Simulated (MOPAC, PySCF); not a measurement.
The scaffold HS-X carries different groups X. Isolated molecules, 0 K electronic values unless said otherwise. One relaxed conformer stands for each flexible species; it need not be the lowest. Strings in code marks are SMILES.

Quantity: vertical ionisation energy (energy after one electron is removed minus that of the parent at the parent's geometry), in eV.

Level 1: B3LYP/6-31G* // B3LYP-D3(BJ)/def2-TZVP (PySCF)
Level 2: minus the HOMO energy of B3LYP/6-31G* // B3LYP-D3(BJ)/def2-TZVP (PySCF)
Level 3: minus the HOMO energy of HF/STO-3G // B3LYP-D3(BJ)/def2-TZVP (PySCF)
Level 4: minus the HOMO energy of PM7 // B3LYP-D3(BJ)/def2-TZVP (MOPAC)

```csv
species,level 2,level 3,level 4
`[C-]#[N+]S`,7.50,8.16,9.02
`CC#CS`,6.04,6.67,8.62
`[SiH3]S`,7.12,7.10,9.51
`BS`,8.07,8.34,9.87
`NS`,6.67,7.38,8.97
`SC1CC1` (H–S–C–C torsion 74°),6.39,7.10,8.93
`COS` (C–O–S–H torsion 81°),6.56,7.24,8.90
`CS`,6.42,7.06,8.89
`[AlH2][SH]`,7.48,6.63,10.66
`CN(C)S` (C–N–S–H torsion 67°),6.40,7.37,8.68
"`OCS` (H–O–C–S torsion 52°, O–C–S–H torsion 65°)",6.81,7.41,9.41
`FCS` (F–C–S–H torsion 76°),7.16,7.60,9.44
```

What does level 1 give for each, and how far do the other levels lie from it on average?


- `[C-]#[N+]S`: 10.34
- `CC#CS`: 8.51
- `[SiH3]S`: 9.81
- `BS`: 10.96
- `NS`: 9.73
- `SC1CC1` (H–S–C–C torsion 74°): 9.00
- `COS` (C–O–S–H torsion 81°): 9.46
- `CS`: 9.37
- `[AlH2][SH]`: 10.21
- `CN(C)S` (C–N–S–H torsion 67°): 8.86
- `OCS` (H–O–C–S torsion 52°, O–C–S–H torsion 65°): 9.60
- `FCS` (F–C–S–H torsion 76°): 10.11
Mean absolute difference from level 1, which has limits of its own, over these rows (drawn at random from the members that have all these levels): level 2 2.78 eV, level 3 2.33 eV, level 4 0.52 eV.
